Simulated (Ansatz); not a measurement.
Relaxation of C2H7N (10 atoms, charge 0, multiplicity 1), to a largest force component of 0.015 eV/Å in at most 40 steps.

The calculation used Ansatz, RHF/def2-TZVP.

```xyz
10
Properties=species:S:1:pos:R:3
C -0.726 0.447 -0.481
C 0.053 -0.696 -0.032
N 1.139 -0.260 0.789
H -1.532 0.159 -1.120
H -0.172 1.183 -1.102
H -1.195 1.053 0.358
H 0.472 -1.234 -0.895
H -0.531 -1.372 0.530
H 1.733 -1.061 1.151
H 0.822 0.213 1.637
```

Question: Where does it end, and by what steps?

Answer: It converged. After 5 steps the energy has fallen by 0.336 eV; H8 moved furthest, 0.07 Å.

```csv
step,energy less start (eV),largest force component (eV/Å),accepted
0,0.0000,3.391,yes
1,-0.3038,1.423,yes
2,-0.3348,0.111,yes
3,-0.3358,0.027,yes
4,-0.3359,0.021,yes
5,-0.3359,0.008,yes
```

```xyz
10
Properties=species:S:1:pos:R:3
C -0.754 0.483 -0.500
C 0.064 -0.701 -0.011
N 1.173 -0.254 0.817
H -1.571 0.151 -1.131
H -0.132 1.167 -1.066
H -1.182 1.031 0.335
H 0.478 -1.229 -0.863
H -0.593 -1.402 0.505
H 1.737 -1.023 1.112
H 0.844 0.210 1.638
```

Whether the end is a true minimum wasn't checked by a vibrational analysis.

Time of the run: 6 s on 2 threads of Arm Neoverse V1, on a shared host, peak memory 0.21 GiB.
